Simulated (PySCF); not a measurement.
Molecule: SMILES CCC(CC)F, C₅H₁₁F.

Geometry (Å), atoms numbered from 1 in this order:
```xyz
17

C    -2.524    0.350    0.153
C    -1.277   -0.507    0.294
C     0.005    0.264    0.055
F    -0.039    0.803   -1.224
C     1.264   -0.570    0.180
C     2.532    0.226   -0.077
H    -3.438   -0.241    0.308
H    -2.572    0.798   -0.850
H    -2.528    1.173    0.886
H    -1.226   -0.956    1.300
H    -1.309   -1.347   -0.421
H     0.057    1.122    0.753
H     1.190   -1.410   -0.532
H     1.283   -1.016    1.189
H     2.647    1.044    0.653
H     2.507    0.677   -1.079
H     3.427   -0.410   -0.010
```

Geometry PBE0-D3(BJ)/def2-SVP throughout; GIAO in PySCF 2.14.0 with density-fitted response routines, gas phase, one conformer, non-relativistic; equivalent atoms averaged; functional PBE0.

**Question.** How do the shifts δ (against TMS, CFCl3 at the same level) depend on the basis set? (ppm; last column core-seconds on shared hosts with different chips, so compare them loosely)

**Answer.** 
| basis set | functions | C3 | C2/C5 | C1/C6 | F4 | H12 | H11/H13 | H7/H8/H9/H15/H16/H17 | H10/H14 | core-s |
| --- | --- | --- | --- | --- | --- | --- | --- | --- | --- | --- |
| STO-3G | 41 | 65.3 | 26.7 | 18.8 | -133.1 | 1.66 | 0.89 | 0.81 | 0.73 | 6.3 |
| 6-31G | 76 | 90.9 | 31.0 | 12.9 | -224.3 | 4.30 | 1.65 | 1.23 | 1.32 | 12 |
| pcSseg-0 | 76 | 98.4 | 33.1 | 14.0 | -237.6 | 4.02 | 1.56 | 1.30 | 1.19 | 4.7 |
| 6-31G* | 106 | 89.6 | 30.3 | 12.5 | -205.2 | 4.28 | 1.54 | 1.10 | 1.24 | 17 |
| def2-SVP | 139 | 92.0 | 30.7 | 11.9 | -192.9 | 3.87 | 1.29 | 0.96 | 1.08 | 24 |
| cc-pVDZ | 139 | 93.5 | 33.3 | 13.0 | -201.0 | 3.91 | 1.37 | 1.00 | 1.15 | 9.9 |
| pcSseg-1 | 157 | 95.9 | 32.5 | 12.3 | -217.1 | 3.89 | 1.41 | 1.13 | 1.13 | 14 |
| 6-311+G(2d,p) | 228 | 95.2 | 32.3 | 11.3 | -212.5 | 4.05 | 1.45 | 1.03 | 1.30 | 48 |
| aug-cc-pVDZ | 237 | 93.0 | 32.5 | 11.5 | -200.1 | 4.11 | 1.48 | 1.10 | 1.38 | 22 |
| def2-TZVP | 252 | 97.5 | 33.1 | 12.1 | -210.1 | 4.03 | 1.46 | 1.03 | 1.33 | 58 |
| IGLO-III | 320 | 99.1 | 33.8 | 12.0 | -212.8 | 4.07 | 1.47 | 1.04 | 1.33 | 37 |

**Question.** Which nucleus moves most, in ppm?

**Answer.** F4 (fluorine on an sp3 carbon): from -237.6 ppm with pcSseg-0 to -133.1 ppm with STO-3G. The smallest spread is 0.49 ppm, at H7/H8/H9/H15/H16/H17. Proton shifts span only some 12 ppm, so a few tenths of a ppm matter as much there as several ppm in carbon.

**Question.** Taking the largest basis, IGLO-III (320 functions), as the yardstick, rank the others by their worst heavy-atom deviation.

**Answer.** def2-TZVP 2.8 ppm (252 functions), 6-311+G(2d,p) 3.9 ppm (228 functions), pcSseg-1 4.2 ppm (157 functions), 6-31G* 9.6 ppm (106 functions), 6-31G 11.5 ppm (76 functions), cc-pVDZ 11.8 ppm (139 functions), aug-cc-pVDZ 12.7 ppm (237 functions), def2-SVP 19.9 ppm (139 functions), pcSseg-0 24.8 ppm (76 functions), STO-3G 79.7 ppm (41 functions).

A small basis that lands close on one nucleus may do so by chance; judge by the trend and by all nuclei.
